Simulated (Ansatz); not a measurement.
bcc Ta was calculated with LDA (plane waves, PAW; Ansatz, a first-principles code).

A relaxed, unreconstructed slab of the (111) face has 18 atoms, two equal faces of 18.343 Å² each and an energy of -174280.0142 eV. A bulk cell of 3 atoms with the same orientation and in-plane k mesh has -29047.8323 eV. Energies are extrapolated to zero smearing.

Settings: plane-wave cutoff 500 eV, 18×18×1 k mesh (along the axes of the cell as run), Fermi–Dirac smearing 0.1 eV, scalar-relativistic PAW data made under PBE.

Worked out: γ = (E_slab − N E_bulk per atom)/2A = [-174280.0142 − 18 × (-29047.8323/3)]/(2 × 18.343) = 0.1903 eV/Å². With 16.022 J/m² per eV/Å² this is 3.05 J/m², or 3.49 eV per surface cell and face.
